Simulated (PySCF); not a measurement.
# Atomic charges against the basis set

Species: C2H4F2.
Atom-mapped SMILES: `[CH3:1][CH:2]([F:3])[F:4]` (hydrogens: H5, H6, H7 on C1; H8 on C2)

PBE0 throughout (PySCF), one geometry, spherical d and f functions. Geometry: PBE0-D3(BJ)/def2-SVP; no solvent, vibrations or thermal averaging. Atoms taken as equivalent share a column and are averaged.

Mulliken charges (e):

| basis | functions | C1 | C2 | F3/F4 | H5/H6/H7 | H8 |
| --- | --- | --- | --- | --- | --- | --- |
| STO-3G | 24 | -0.261 | +0.156 | -0.118 | +0.092 | +0.066 |
| 6-31G | 44 | -0.545 | +0.429 | -0.316 | +0.195 | +0.162 |
| pcSseg-0 | 44 | -0.725 | +0.464 | -0.367 | +0.256 | +0.226 |
| 6-31G* | 64 | -0.605 | +0.520 | -0.323 | +0.198 | +0.137 |
| cc-pVDZ | 76 | -0.121 | +0.330 | -0.211 | +0.063 | +0.024 |
| def2-SVP | 76 | -0.129 | +0.386 | -0.239 | +0.066 | +0.025 |
| aug-cc-pVDZ | 128 | +0.209 | +1.207 | -0.454 | -0.072 | -0.293 |
| 6-311+G(2d,p) | 132 | -0.417 | +0.319 | -0.262 | +0.164 | +0.131 |
| def2-TZVP | 148 | -0.342 | +0.266 | -0.197 | +0.133 | +0.071 |
| cc-pVTZ | 176 | -0.299 | +0.348 | -0.196 | +0.106 | +0.026 |
| IGLO-III | 180 | -0.342 | +0.307 | -0.236 | +0.136 | +0.098 |

IAO charges (e):

```json
{"basis": "STO-3G", "functions": "24", "C1": "-0.438", "C2": "+0.187", "F3/F4": "-0.145", "H5/H6/H7": "+0.146", "H8": "+0.104"}
{"basis": "6-31G", "functions": "44", "C1": "-0.472", "C2": "+0.399", "F3/F4": "-0.290", "H5/H6/H7": "+0.169", "H8": "+0.146"}
{"basis": "pcSseg-0", "functions": "44", "C1": "-0.471", "C2": "+0.399", "F3/F4": "-0.283", "H5/H6/H7": "+0.166", "H8": "+0.140"}
{"basis": "6-31G*", "functions": "64", "C1": "-0.454", "C2": "+0.457", "F3/F4": "-0.302", "H5/H6/H7": "+0.158", "H8": "+0.126"}
{"basis": "cc-pVDZ", "functions": "76", "C1": "-0.454", "C2": "+0.456", "F3/F4": "-0.302", "H5/H6/H7": "+0.158", "H8": "+0.129"}
{"basis": "def2-SVP", "functions": "76", "C1": "-0.444", "C2": "+0.458", "F3/F4": "-0.303", "H5/H6/H7": "+0.155", "H8": "+0.127"}
{"basis": "aug-cc-pVDZ", "functions": "128", "C1": "-0.461", "C2": "+0.460", "F3/F4": "-0.313", "H5/H6/H7": "+0.163", "H8": "+0.138"}
{"basis": "6-311+G(2d,p)", "functions": "132", "C1": "-0.463", "C2": "+0.458", "F3/F4": "-0.314", "H5/H6/H7": "+0.164", "H8": "+0.140"}
{"basis": "def2-TZVP", "functions": "148", "C1": "-0.465", "C2": "+0.466", "F3/F4": "-0.314", "H5/H6/H7": "+0.164", "H8": "+0.136"}
{"basis": "cc-pVTZ", "functions": "176", "C1": "-0.466", "C2": "+0.465", "F3/F4": "-0.312", "H5/H6/H7": "+0.164", "H8": "+0.135"}
{"basis": "IGLO-III", "functions": "180", "C1": "-0.465", "C2": "+0.462", "F3/F4": "-0.315", "H5/H6/H7": "+0.165", "H8": "+0.139"}
```

Problem. Which scheme is steadiest as the basis changes?

Solution. Largest range over the bases for any column: IAO 0.28 e, Mulliken 1.05 e. IAO charges move least and Mulliken charges most, counted in e. Without the minimal STO-3G basis the ranges are IAO 0.07, Mulliken 0.94 e.

Problem. How much do the charges still move between the two largest bases, cc-pVTZ and IGLO-III?

Solution. At most, over all atoms: Mulliken 0.072 e, IAO 0.004 e.

Problem. What do the same runs give for the total energy, the frontier levels and the dipole moment?

Solution. 
```csv
basis,energy (Eh),HOMO (eV),LUMO (eV),μ (D)
STO-3G,-274.2018,-5.11,9.02,1.15
6-31G,-277.9509,-9.44,3.03,2.38
pcSseg-0,-277.3748,-9.46,2.38,2.40
6-31G*,-278.0142,-9.20,3.24,1.91
cc-pVDZ,-278.0353,-9.29,2.16,1.99
def2-SVP,-277.8127,-9.43,2.11,2.07
aug-cc-pVDZ,-278.0616,-9.63,-0.03,2.19
"6-311+G(2d,p)",-278.1164,-9.67,0.41,2.25
def2-TZVP,-278.1443,-9.59,1.48,2.13
cc-pVTZ,-278.1302,-9.52,1.44,2.07
IGLO-III,-278.1499,-9.64,0.92,2.18
```

The dipole is fixed by the density alone, so its range of 1.25 D shows that the density itself changes with the basis, not only its division among atoms.
